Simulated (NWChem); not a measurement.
# H4Si in NWChem

```xyz
5

Si     0.0000     0.0000     0.0000
H      1.2187     0.0000     0.8618
H     -1.2187     0.0000     0.8618
H      0.0000    -1.2187    -0.8618
H      0.0000     1.2187    -0.8618
```
Charge 0, spin multiplicity 1.

All runs are NWChem calculations. The geometry was optimised at PBE0/def2-SVP, a minimum by its harmonic frequencies.

Static limit.

The correlated methods keep 5 core orbitals frozen. The structure started from a generated list of species.

Question: Give the polarisability tensor in bohr³ at CCSD linear response/def2-SVPD, 5 core orbitals frozen, in the frame of the coordinates, and its isotropic mean.

Answer: 
```
31.22   0.00   0.00
 0.00  31.22   0.00
 0.00   0.00  31.22
```
Mean (one third of the trace): 31.22 bohr³.
